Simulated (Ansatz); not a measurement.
System: solid chlorine. Method: PBEsol (PAW; Ansatz, an electronic-structure program).

Run with plane-wave cutoff 520 eV, 6×6×4 k mesh (along the axes of the cell as run), perturbation theory, scalar-relativistic PAW data made under PBE.

Cell (measured lattice):

```yaml
crystal:
  lattice:
    - [3.15400, -2.27915, 0.00000]
    - [3.15400, 2.27915, 0.00000]
    - [0.00000, 0.00000, 8.15490]
  atoms:
    - { symbol: Cl, position: [0.11072, 0.88928, 0.89344] }
    - { symbol: Cl, position: [0.38928, 0.61072, 0.39344] }
    - { symbol: Cl, position: [0.61072, 0.38928, 0.60656] }
    - { symbol: Cl, position: [0.88928, 0.11072, 0.10656] }
```

Q: Predict the electronic dielectric constant ε∞ (mean over three axes).

A: 
* **electronic dielectric constant ε∞ (mean over three axes)**: 3.25

Note: the run finds an imaginary mode (53i cm⁻¹), so the cell is a saddle point at this level; the cell isn't this level's own, so it is under some stress, which shifts stiffness and frequencies.

It cost around 5 core-minutes (rough) of CPU time.
